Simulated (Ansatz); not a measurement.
# RPA@PBE0/def2-TZVPPD run of BCl (SMILES [B]Cl)

Aim: the vertical electron affinity of BCl at RPA@PBE0/def2-TZVPPD, from 2 runs. 

The results are computed with Ansatz 0.2.0.

40 further runs of the same task are left out: 40 set aside as unsound or not needed.

### Step 1. The system as given

BCl has 2 atoms, charge 0, and is taken as a singlet. SMILES: `[B]Cl`. Geometry: relaxed at PBE0-D4/def2-TZVP.

Bond lengths: B1–Cl2 1.718 Å.

### Step 2. The energy at RPA@PBE0/def2-TZVPPD

Input file input.yaml:

```yaml
basis:
  gaussian: {orbitals: def2-TZVPPD.json}
crystal:
  periodic: [false, false, false]
  atoms:
    - {symbol: B, position_ang: [-0.000000, -0.000000, -0.069660]}
    - {symbol: Cl, position_ang: [0.000000, 0.000000, 1.648190]}
hamiltonian: {xc: {name: PBE0}}
correlation: {method: rpa, frozen_orbitals: {B: 1, Cl: 5}}
accuracy: high
```

The basis set def2-TZVPPD is read from a file made from the Basis Set Exchange's data (not shown).

Command:

```
$ ansatz run input.yaml --threads 1 --pin off --max-ram 3480MiB --events-out events.jsonl --progress --plain --runs-dir runs
```

What it wrote:

```text
Warning: RAYON_NUM_THREADS=1 ignored (pool sized by the plan → 1); use --threads N
Functional definition: PBE0
  name "PBE0"
  parameter a = 0.25
  parameter kappa = 0.804
  parameter beta = 0.06672455060314922
  exchange = (1 - a)*pbe_x(kappa = kappa, mu = beta*pi^2/3) + a*exact_x
  correlation = pbe_c(beta = beta)
1174 factors; integrals over basis functions are off by at most 3.0e-9 eV
mean field evaluation 1: about -13192.1564 eV, gradient 9.9e0 eV
mean field evaluation 2: about -13192.1560 eV, gradient 9.9e0 eV
mean field evaluation 4: about -13192.3929 eV, gradient 2.2e0 eV
mean field evaluation 8: about -13192.4038 eV, gradient 2.9e-2 eV
mean field evaluation 16: about -13192.4038 eV, gradient 1.4e-7 eV
mean field -13192.40375668 eV, -484.8118959255 hartree, gradient 1.8e-8 eV, S^2 0.000000; 0 other end points of the search recorded, 0 dependent functions left out
6 core orbitals not correlated: weight in the atoms' cores, before any rotation towards them, 1.000 or more for the frozen orbitals, at most 0.000 for the correlated occupied ones
reference -13174.06223156 eV, -484.1378573096 hartree; 5, 5 occupied and 77, 77 virtual orbitals, 1174 factors
Total energy: -13185.21992717 eV, -484.5478950603 hartree
```

Wall time 4.2 s (1 thread of Arm Neoverse V1, shared host); peak memory 0.18 GiB.

### Step 3. The doublet anion

Input file in.yaml:

```yaml
crystal:
  periodic: [false, false, false]
  atoms:
    - {symbol: B, position_ang: [-0.000000, -0.000000, -0.069660]}
    - {symbol: Cl, position_ang: [0.000000, 0.000000, 1.648190]}
basis:
  gaussian:
    orbitals: def2-TZVPPD.json
total_charge: -1
magnetization:
  spin_polarized: true
  initial_magnetization: 1
correlation:
  method: rpa
  frozen_orbitals: {B: 1, Cl: 5}
hamiltonian:
  xc: pbe0
accuracy: high
```

The basis set def2-TZVPPD is read from a file made from the Basis Set Exchange's data (not shown).

Command:

```
$ ansatz run in.yaml --threads 1 --pin off --max-ram 3480MiB --events-out events.jsonl --progress --plain --runs-dir runs
```

What it wrote, shortened:

```text
Warning: RAYON_NUM_THREADS=1 ignored (pool sized by the plan → 1); use --threads N
[... 2 set-up lines as earlier in the session ...]
[...]
1174 factors; integrals over basis functions are off by at most 3.0e-9 eV
[...]
mean field -13192.25308770 eV, -484.8063589426 hartree, gradient 6.9e-8 eV, S^2 0.757689; 12 other end points of the search recorded, 0 dependent functions left out
6 core orbitals not correlated: weight in the atoms' cores, before any rotation towards them, 1.000 or more for the frozen orbitals, at most 0.000 for the correlated occupied ones
reference -13173.29673757 eV, -484.1097259245 hartree; 6, 5 occupied and 76, 77 virtual orbitals, 1174 factors
Total energy: -13184.97211508 eV, -484.5387881339 hartree
```

It took 37 s on 1 thread of Arm Neoverse V1, shared host; peak memory 0.28 GiB.

### Step 4. Summary of results

At RPA@PBE0/def2-TZVPPD, 6 core orbitals frozen:

| quantity | value |
| --- | --- |
| singlet BCl: total energy | -484.54790 Eh |
| singlet BCl: RPA correlation energy (valence) | -410.0 mEh |
| doublet anion: total energy | -484.53879 Eh |
| doublet anion: RPA correlation energy (valence) | -429.1 mEh |
| doublet anion: ⟨S²⟩ of the reference determinant | 0.758 |
| vertical electron affinity (to the doublet anion) | -0.248 eV |

**Reading.** The anion lies 0.25 eV (23.9 kJ/mol) above the neutral: the electron isn't bound at this level, and such a value depends on the basis.
